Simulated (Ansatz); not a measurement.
# CF (SMILES [C]F): UBHLYP/STO-3G

What is the energy change on altering one bond length of CF at UBHLYP/STO-3G? 

The calculation is run with Ansatz 0.2.0.

44 further runs of the same task are left out: 9 that didn't finish, 35 set aside as unsound or not needed.

## Step 1: The structure to begin with

The species is CF (2 atoms), meant as a doublet with charge 0. As SMILES, `[C]F`. The coordinates come from a PBE0-D4/def2-TZVP relaxation.

Bond lengths: C1–F2 1.268 Å.

## Step 2: A single-point energy at UBHLYP/STO-3G

run.yaml reads:

```yaml
crystal:
  periodic: [false, false, false]
  atoms:
    - {symbol: C, position_ang: [-0.000000, 0.000000, 0.003080]}
    - {symbol: F, position_ang: [0.000000, -0.000000, 1.271320]}
basis:
  gaussian:
    orbitals: STO-3G
magnetization:
  spin_polarized: true
  initial_magnetization: 1
accuracy: high
hamiltonian:
  xc: {name: BHLYP}
```

Command:

```console
$ ansatz run run.yaml --threads 1 --pin off --max-ram 3480MiB --events-out events.jsonl --progress --plain --runs-dir runs
```

What it wrote:

```text
Warning: RAYON_NUM_THREADS=1 ignored (pool sized by the plan → 1); use --threads N
Functional definition: BHLYP
  name "BHLYP"
  parameter a = 0.5
  exchange = (1 - a)*b88_x + a*exact_x
  correlation = lyp_c
149 factors; integrals over basis functions are off by at most 3.2e-8 eV
mean field evaluation 1: about -3695.6362 eV, gradient 4.9e0 eV
mean field evaluation 2: about -3695.7603 eV, gradient 2.9e0 eV
mean field evaluation 4: about -3695.8189 eV, gradient 2.6e-1 eV
mean field evaluation 8: about -3695.8393 eV, gradient 4.9e-3 eV
mean field evaluation 16: about -3695.8393 eV, gradient 7.2e-9 eV
mean field -3695.83930099 eV, -135.8195891815 hartree, gradient 9.4e-9 eV, S^2 0.751477; 0 other end points of the search recorded, 0 dependent functions left out
reference -3695.83931038 eV, -135.8195895265 hartree; 8, 7 occupied and 2, 3 virtual orbitals, 149 factors
Total energy: -3695.83931038 eV, -135.8195895265 hartree
```

Wall time 0.54 s (1 thread of Arm Neoverse V1, shared host); peak memory 0.089 GiB.

## Step 3: The distorted shape at the same level

job.yaml reads:

```yaml
crystal:
  periodic: [false, false, false]
  atoms:
    - symbol: C
      position_ang: [-0.000000, 0.000000, -0.313980]
    - symbol: F
      position_ang: [0.000000, -0.000000, 1.271320]
basis:
  gaussian:
    orbitals: STO-3G
hamiltonian:
  xc: {name: BHLYP}
accuracy: high
magnetization:
  spin_polarized: true
  initial_magnetization: 1
```

Command:

```console
$ ansatz run job.yaml --threads 1 --pin off --max-ram 3480MiB --events-out events.jsonl --progress --plain --runs-dir runs
```

What it wrote:

```text
Warning: RAYON_NUM_THREADS=1 ignored (pool sized by the plan → 1); use --threads N
Functional definition: BHLYP
  name "BHLYP"
  parameter a = 0.5
  exchange = (1 - a)*b88_x + a*exact_x
  correlation = lyp_c
149 factors; integrals over basis functions are off by at most 4.2e-8 eV
mean field evaluation 1: about -3693.3526 eV, gradient 1.1e1 eV
mean field evaluation 2: about -3690.5663 eV, gradient 2.6e1 eV
mean field evaluation 4: about -3694.3816 eV, gradient 6.4e-1 eV
mean field evaluation 8: about -3694.3961 eV, gradient 1.3e-1 eV
mean field evaluation 16: about -3694.3963 eV, gradient 8.5e-6 eV
mean field -3694.39629341 eV, -135.7665596312 hartree, gradient 1.4e-9 eV, S^2 0.754190; 0 other end points of the search recorded, 0 dependent functions left out
reference -3694.39630294 eV, -135.7665599814 hartree; 8, 7 occupied and 2, 3 virtual orbitals, 149 factors
Total energy: -3694.39630294 eV, -135.7665599814 hartree
```

It took 0.58 s on 1 thread of Arm Neoverse V1, shared host.

## Step 4: What came out

Level: UBHLYP/STO-3G.

```
                                                         quantity          value
                                        first shape: total energy  -135.81959 Eh
                                                first shape: ⟨S²⟩          0.751
                                    distorted shape: total energy  -135.76656 Eh
                                            distorted shape: ⟨S²⟩          0.754
energy change with the C1–F2 bond stretched from 1.268 to 1.585 Å       1.443 eV
```

What this shows: With the C1–F2 bond stretched from 1.268 to 1.585 Å the energy rises by 1.44 eV (33 kcal/mol). The first shape isn't relaxed at this level, so the change isn't measured from a minimum. The minimal basis adds a large error of its own.
